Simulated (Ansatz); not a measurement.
Reaction (SMILES): CSC + H+ → C[SH+]C
B3LYP-D3(BJ)/def2-TZVP geometries, fixed; electronic energies without zero-point terms; positive where energy is released.
Largest species:
```xyz
10

C     -0.0842     1.4274    -0.5119
S      0.1772    -0.0007     0.5718
C     -0.0997    -1.4270    -0.5104
H     -0.0902     2.3104     0.1250
H      0.7717     1.4645    -1.1836
H     -1.0160     1.3249    -1.0616
H     -0.1153    -2.3091     0.1275
H     -1.0303    -1.3149    -1.0601
H      0.7557    -1.4741    -1.1820
H     -1.0072     0.0061     1.2198
```
Charge +1, spin multiplicity 1.

Basis-set convergence of the proton affinity at CCSD(T) with Ansatz (a program for electronic structure). Cartesian d functions, on some or all atoms, in 6-31+G*, 6-31G**, 6-311G**; all else is spherical. Cores are frozen. No added dispersion term, no relativity. Functions are those of the species that has most. Reference: Hartree-Fock in aug-cc-pV(Q+d)Z plus the correlation part extrapolated as X^-3 from aug-cc-pV(T+d)Z and aug-cc-pV(Q+d)Z, 203.80 kcal/mol, itself unsure by roughly 0.15 kcal/mol (a third of the extrapolation step and of the last Hartree-Fock step). Deviations are taken from unrounded values.

| basis | functions | proton affinity (kcal/mol) | minus reference (kcal/mol) |
|---|---|---|---|
| STO-3G | 26 | 255.54 | 51.74 |
| 3-21G | 45 | 190.33 | -13.47 |
| 6-31G | 45 | 190.41 | -13.40 |
| 6-31+G* | 75 | 199.64 | -4.16 |
| 6-31G** | 84 | 205.71 | 1.91 |
| 6-311G** | 105 | 206.62 | 2.82 |
| def2-SVPD | 123 | 203.69 | -0.11 |
| pcseg-2 | 192 | 206.68 | 2.87 |
| def2-TZVPP | 202 | 205.27 | 1.47 |
| def2-TZVPPD | 244 | 204.79 | 0.99 |
| 6-311++G(3df,3pd) | 251 | 205.18 | 1.38 |
| aug-pcseg-2 | 303 | 204.84 | 1.04 |
| aug-cc-pV(T+d)Z | 308 | 204.20 | 0.40 |
| cc-pV(Q+d)Z | 384 | 204.44 | 0.64 |
| def2-QZVPP | 394 | 204.40 | 0.60 |
| pcseg-3 | 415 | 204.85 | 1.04 |
| aug-pcseg-3 | 602 | 204.49 | 0.69 |
| cc-pV(5+d)Z | 667 | 204.19 | 0.39 |
